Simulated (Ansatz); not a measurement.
Two isomers of C2H3NO2: A = `OC1(O)C=N1`, B = `NC(=O)C=O`.

Computed with Ansatz on PBE0-D4/def2-TZVP structures; ΔE is electronic, products minus reactants. CCSD(T)/CBS is the MP2 limit (def2-TZVPP, def2-QZVPP) plus CCSD(T) − MP2 in def2-TZVPP, frozen cores. DFT in def2-TZVPP. One conformer a species, not always the lowest.

A:

Z-matrix (Å, degrees):
```
C
O 1 1.382
C 1 1.419 2 124.8
O 1 1.362 2 110.1 3 156.0
N 1 1.474 2 118.0 3 -61.3
H 2 0.962 1 108.2 3 48.1
H 3 1.086 1 156.4 2 79.5
H 4 0.964 1 107.4 2 35.8
```

B:

Z-matrix (Å, degrees):
```
N
C 1 1.341
H 1 1.006 2 119.1
H 1 1.005 2 120.2 3 180.0
O 2 1.211 1 126.9 3 -180.0
C 2 1.528 1 113.3 3 0.0
O 6 1.198 2 123.2 1 -0.0
H 6 1.106 2 113.1 1 180.0
```

(1) Which is lower in electronic energy at CCSD(T)/CBS, and by how much? (An estimate is asked.)

(2) Give E(B) − E(A) in kJ/mol with PBE0-D4, BLYP-D4, HF/def2-TZVPP, r2SCAN-D4, CCSD(T)/def2-SVP, ωB97M-V, MP2/def2-TZVPP. (Estimate.)

(3) Does the order hold for the free energy at 298.15 K (harmonic terms from PBE0-D4)? (Best estimate.)

Largest T1 diagnostic: 0.016.

Results:

(1) Ansatz gave: B, by 199.1 kJ/mol.

(2) Computed: PBE0-D4 -204.0, BLYP-D4 -233.2, HF/def2-TZVPP -230.0, r2SCAN-D4 -213.8, CCSD(T)/def2-SVP -217.7, ωB97M-V -204.0, MP2/def2-TZVPP -200.2. None reverses the order clearly.

(3) Ansatz gave: Yes: G(B) − G(A) = -197.6 kJ/mol, for one conformer each.

From r2SCAN to r2SCAN0 (25 % exact exchange), in def2-TZVPP and without D4, E(B) − E(A) moves by +8.2 kJ/mol. At CCSD(T), def2-SVP lies −18.5 kJ/mol from the extrapolated value and def2-TZVPP −3.8 kJ/mol.
